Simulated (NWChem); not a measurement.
System: nitrogen dioxide (NO2, doublet); SMILES [O]N=O

NWChem input:

```
start job
memory heap 200 mb stack 900 mb global 1100 mb
geometry units angstroms noautoz
  O     -1.092926     0.000000    -0.138541
  N      0.000000     0.000000     0.313987
  O      1.092926     0.000000    -0.138541
end
basis spherical
  O library def2-svp
  N library def2-svp
end
dft
  odft
  mult 2
  xc pw6b95
  iterations 150
  mulliken
end
task dft energy
```

In the optimisation the excess spin sits in a1 (C2v, its own frame). Structure relaxed at the PBE0/def2-SVP, spin-unrestricted level. No stability test was run on the SCF state.

Task: What results follow from this input? (PW6B95/def2-SVP, spin-unrestricted.) Quantities: energy (Ha); highest occupied level (eV); lowest empty minus highest occupied level, either spin (eV); dipole (D); <S²>.

Result: The energy (Ha) is -205.14 and the highest occupied level (eV) is -8.14. The lowest empty minus highest occupied level, either spin (eV) comes out as 4.78 and the dipole (D) is 0.34. The <S²> comes out as 0.753.
